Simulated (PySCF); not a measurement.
# Two-dimensional NMR puzzle

Compound of formula C5H5F. Correlations simulated from computed shifts and couplings:

HSQC (one-bond C–H):
| δH | δC | 1J(C,H) (Hz) |
| --- | --- | --- |
| 7.20 | 116.3 | 247 |
| 5.32 | 108.5 | 172 |
| 5.05 | 108.5 | 177 |
| 1.49 | 9.7 | 175 |

HMBC (two and three bonds, |J| ≥ 2.5 Hz):
| δH | δC [abs. J in Hz] |
| --- | --- |
| 7.20 | 172.4 [3.6], 9.7 [2.9] |
| 5.32 | 172.4 [7.2], 123.3 [10.6] |
| 5.05 | 172.4 [7.8], 123.3 [4.8] |
| 1.49 | 172.4 [2.8], 116.3 [2.9] |

Carbons without hydrogens: δ 172.4, 123.3.

Computational details: J couplings at B3LYP/pcJ-1 (spin–dipole term only in couplings to heteroatoms), PBE0-D3(BJ)/def2-SVP geometry, GIAO B3LYP/pcSseg-2 shieldings, in PySCF (no relativistic terms, no solvent model, one computed conformer, equivalent nuclei averaged).

Chemical shifts δ = σref − σ; 1H (31.39 ppm) and 13C (179.19 ppm) against TMS, all at this level.

Exchangeable hydrogens are left out of these lists, and C,H couplings along chains are those of one rotamer, so weak HMBC peaks may be missing or extra.

Which molecule is this?

Results:

`C1=C(C(=C)F)C1`.

Atom-mapped SMILES (the numbers label the heavy atoms): `[CH2:1]=[C:2]([F:3])[C:4]1=[CH:5][CH2:6]1`. Each H is labelled by its parent atom. Ha(C1) is cis to F3; Hb(C1) is trans to F3.

δC 172.4 is C2, a fully substituted alkene carbon. δC 123.3 is C4, a fully substituted alkene carbon. δC 116.3 is C5, an alkene CH (δH 7.20). δC 108.5 is C1, a terminal =CH2 carbon (δH 5.05, 5.32). δC 9.7 is C6, a three-membered-ring carbon (δH 1.49). HMBC from δH 7.20 reaches the proton-free carbon C2. HMBC from δH 5.32 reaches the proton-free carbons C2, C4. HMBC from δH 5.05 reaches the proton-free carbons C2, C4. HMBC from δH 1.49 reaches the proton-free carbon C2.

This is the structure that produced the data.

Common functionals overestimate the size of one-bond C–F couplings by tens of Hz; these are unscaled. Unscaled 3J(H,H) at this level run about 10 % above measured values. Shifts are as computed. Against solution values, carbons near 30 ppm lie about +3 ppm off and those near 130 ppm about +8 ppm. Of 1211 compounds with measured shifts, 218 miss one by over three times the rms of a fit or turn the order of signals round; such compounds aren't used in these exercises.
